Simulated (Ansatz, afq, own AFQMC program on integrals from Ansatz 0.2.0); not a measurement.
Integrals from Ansatz 0.2.0, then the random walk in our own AFQMC program (afq).

```yaml
crystal:
  periodic: [false, false, false]
  atoms:
    - {symbol: Br, position_ang: [0.000000, 0.000000, -1.657667]}
    - {symbol: H, position_ang: [0.000000, 0.000000, -0.103667]}
    - {symbol: Br, position_ang: [0.000000, 0.000000, 1.761333]}
basis:
  gaussian: {orbitals: cc-pVTZ}
magnetization: {spin_polarized: true, initial_magnetization: 1}
correlation: {method: ccsd_t, electrons: outside_noble_gas, hamiltonian_folder: ham}
```

```sh
$ ansatz run in.yaml --threads 1 --pin off --events-out ev --progress --plain --max-ram 24576MiB --backend cuda --devices 0, --max-vram 18GiB
```

afq runs on the folder ham with

```
--method phaseless --trial cisd --walkers 2500 --populations 20 --least-time 60 --time-step 0.005 --steps-per-block 50 --equilibration-blocks 28 --max-blocks 4000 --target-error 0.00023 --factor-cut 1e-05 --start spin_pure --seed 9947 --release-times 0.24,0.51,0.99,1.5 --release-step 0.03 --release-every 4 --taylor-order 6
```

Times are imaginary, in 1/Eh. The walk had a cap of 244 s. With eight or more populations the least sampling time is a fifth of least-time, and the error comes from their spread. Filled inner d shells are frozen with the cores.

Output of the walk:

```
orbitals 72  electrons 8 7  factors 509 of 633
reference energy -5145.46701400 Eh
CCSD correlation -0.35785180 Eh in 11 cycles, weight of the determinant in the CISD state 0.8547
energy of the start -5145.822374 Eh
 block  time / (1/Eh)  mean weight  energy / Eh
     1     0.250  0.9995  -5145.816958
     2     0.500  0.9997  -5145.821933
     3     0.750  1.0000  -5145.826996
     4     1.000  0.9995  -5145.830875
     5     1.250  1.0000  -5145.832521
    10     2.500  1.0000  -5145.838723
    15     3.750  1.0002  -5145.839739
    20     5.000  1.0003  -5145.840436
    25     6.250  1.0001  -5145.839613
    30     7.500  0.9996  -5145.839708
    35     8.750  1.0002  -5145.839007
    40    10.000  1.0001  -5145.839314
    45    11.250  1.0002  -5145.839682
    50    12.500  1.0004  -5145.840029
    55    13.750  1.0000  -5145.838655
    60    15.000  1.0008  -5145.837547
    65    16.250  0.9999  -5145.839190
    70    17.500  0.9991  -5145.838203
    75    18.750  0.9999  -5145.838594
    78    19.500  0.9999  -5145.839088
error from the spread of 20 populations
released: time / (1/Eh)  energy / Eh  error  mean overlap
  0.24  -5145.839173  0.000181  0.9989
  0.51  -5145.839187  0.000208  1.0023
  0.99  -5145.839949  0.000250  0.9929
  1.50  -5145.840132  0.000241  0.9817
energy -5145.838953 +/- 0.000211 Eh
(rows thinned)
```

The run passed its tests (sampling time, drift between the halves within three errors, error under three times the target), which doesn't prove that it has relaxed.

Against this walk (error 5.7 meV) on the same determinant: CCSD(T) 27.0 meV higher, CCSDT(Q) 19.2 meV lower. The error is statistical and leaves out the bias of the constraint. The released energies are still falling (meV from the phaseless value at times in 1/Eh: -6 ± 5 at 0.24, -6 ± 6 at 0.51, -27 ± 7 at 0.99, -32 ± 7 at 1.50), so they give no level; they do show a bias of the constraint, and the last of them that isn't too noisy lies 13 meV below CCSDT(Q).

Cautions: constraint bias not in the error; no relativity below Rb; no spin-orbit coupling; inner d shell frozen.

The walk took 2 min on 1 × NVIDIA H100 80GB HBM3 with 2 threads of AMD EPYC 7R13 Processor (Zen 3) (shared host) (the card was shared). The log's last line is the phaseless energy.

CCSDT and higher add their correlation energy to the determinant of the CCSD(T) run, since their own runs factorise the integrals more tightly (a shift of under 2 meV). A walk keeps the symmetry of its determinant, which the program's search chose and which needn't be the lowest solution, so a lower state of the same spin and another symmetry isn't excluded.
